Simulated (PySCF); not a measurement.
C3H3NOS.
Z-matrix (Å and degrees, PBE0-D3(BJ)/def2-SVP geometry), rows numbered from 1:
```
S 
C   1  1.7526
C   2  1.4265  1  129.92
N   3  1.3061  2  111.71  1   179.92
O   4  1.3537  3  106.15  2     0.00
C   5  1.3371  4  110.09  3    -0.02
H   1  1.3485  2   95.56  3     1.13
H   3  1.0902  2  128.55  1    -0.09
H   6  1.0876  2  133.66  1     0.04
```

Computed at PBE0/pcSseg-1 (PySCF, non-relativistic), with Q(33S) = −0.0678 b, Q(14N) = 0.02044 b, Q(17O) = −0.0256 b: S1, 33S (I = 3/2): χzz = 46.46 MHz, η = 0.688; N4, 14N (I = 1): χzz = -5.758 MHz, η = 0.921; O5, 17O (I = 5/2): χzz = -10.81 MHz, η = 0.131.

Q: Find the zero-field quadrupole resonance frequencies of 33S at S1.

A: From ν = (|χ|/2)√(1 + η²/3): ν = 25.00 MHz (thiol sulfur).

Q: Where would the pure quadrupole (NQR) lines of 14N at N4 fall for the rigid, isolated species?

A: From ν± = (3/4)|χ|(1 ± η/3) and ν0 = |χ|η/2: ν+ 5.645 MHz, ν− 2.992 MHz, ν0 2.652 MHz (pyridine-type nitrogen).

Q: Find the zero-field quadrupole resonance frequencies of 17O at O5.

A: From the eigenvalues of H = χ/[4I(2I − 1)] × [3Iz² − I(I + 1) + η(Ix² − Iy²)], steps between neighbouring levels, labelled as for η = 0: ±1/2↔±3/2 1.652 MHz, ±3/2↔±5/2 3.232 MHz (ring oxygen).

In a crystal, neighbours and librations shift these lines. These gradients aren't converged with respect to the basis.

One conformer stands for the species.
